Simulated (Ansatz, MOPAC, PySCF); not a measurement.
Molecule: ClF, net charge 0, singlet state. SMILES: FCl
Structure (B3LYP-D3(BJ)/def2-TZVP (Ansatz, a quantum-chemistry and plane-wave program) minimum search):
```
F
Cl 1 1.6409
```

Unscaled harmonic wavenumbers (cm⁻¹) in rising order, each level at the stationary point that it reaches from this structure (no distance between atoms moves by over 0.3 Å); the order of modes can differ between levels, and a negative number is imaginary. B3LYP-D3(BJ)/def2-TZVP (PySCF, at the structure above): 781.

AM1 (MOPAC): 1080. Zero-point energy 1.5 against 1.1 kcal/mol; where all levels lie over 400 cm⁻¹, the wavenumbers are on average 1.383 times those of B3LYP-D3(BJ)/def2-TZVP.

PM3 (MOPAC): 823. Zero-point energy 1.2 against 1.1 kcal/mol; where all levels lie over 400 cm⁻¹, the wavenumbers are on average 1.054 times those of B3LYP-D3(BJ)/def2-TZVP.

PM6 (MOPAC): 862. Zero-point energy 1.2 against 1.1 kcal/mol; where all levels lie over 400 cm⁻¹, the wavenumbers are on average 1.104 times those of B3LYP-D3(BJ)/def2-TZVP.

B3LYP/6-31G* (Ansatz): 780. Zero-point energy 1.1 against 1.1 kcal/mol; where all levels lie over 400 cm⁻¹, the wavenumbers are on average 0.998 times those of B3LYP-D3(BJ)/def2-TZVP.
